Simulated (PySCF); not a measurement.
# C5H8O: electronic excitations

What electronic excitations should C5H8O (`OCC1=CCC1`) show?

The runs use PySCF 2.14.0, with density-fitted response routines of our own; the level of theory stands in each step. All values are computed, except where a source is named. Atoms count from 0, in the outputs and in this text.

## 1. The molecule as given

14 atoms, charge 0, multiplicity 1; geometry from: GFN2-xTB.

Bonds of the start (Å): O0–C1 1.41, C1–C2 1.49, C2–C3 1.33, C3–C4 1.50, C4–C5 1.55, C5–C2 1.51, O0–H6 0.96, C1–H7 1.10, C1–H8 1.10, C3–H9 1.08, C4–H10 1.09, C4–H11 1.09, C5–H12 1.09, C5–H13 1.09.

## 2. Excited states and response: CAM-B3LYP/def2-SVPD

What the job is given:

```
{"job": {"kind": "uv", "xc": "CAM-B3LYP", "basis": "def2-SVPD", "nstates": 8, "ntriplets": 3}, "charge": 0, "multiplicity": 1}
O      2.468911     0.565306     0.718181
C      1.678371     0.200963    -0.388393
C      0.245087    -0.015821    -0.052876
C     -0.502910     0.082457     1.046768
C     -1.776061    -0.311264     0.349453
C     -0.910544    -0.424702    -0.931925
H      2.013049     1.263620     1.200625
H      1.751023     0.964811    -1.183183
H      2.115806    -0.723996    -0.780286
H     -0.310022     0.331636     2.074565
H     -2.220640    -1.246688     0.685123
H     -2.545136     0.459071     0.313201
H     -1.165531     0.280490    -1.721234
H     -0.842079    -1.426356    -1.352185
```

Method: TDDFT CAM-B3LYP/def2-SVPD, vertical, gas phase, core orbitals frozen in the response.

Launch:

```
OMP_NUM_THREADS=1 python probes_run.py task.json out
```

This one command runs all jobs of the session in turn.

What will the session give for the following? lowest singlet (CAM-B3LYP/def2-SVPD); brightest single state of those computed; lowest triplet; surface potential, 1st and 99th percentile. Wanted: lowest singlet; brightest single state of those computed; lowest triplet; surface potential, 1st and 99th percentile.

**Answer**, as computed:

| quantity | value |
| --- | --- |
| lowest singlet (CAM-B3LYP/def2-SVPD) | 6.62 eV (187 nm), f = 0.013 |
| brightest single state of those computed | state 2, 7.08 eV, f = 0.149 |
| lowest triplet | 4.39 eV |
| surface potential, 1st and 99th percentile | -1.60 V and 1.85 V |

**Reading.** The first singlet state (HOMO→LUMO 0.93) lies at 6.62 eV and is weak; of the 8 states computed, the strongest absorption comes from state 2 at 7.08 eV. The lowest triplet lies 2.23 eV below the lowest singlet (triplets in Tamm-Dancoff, singlets in full TDDFT).
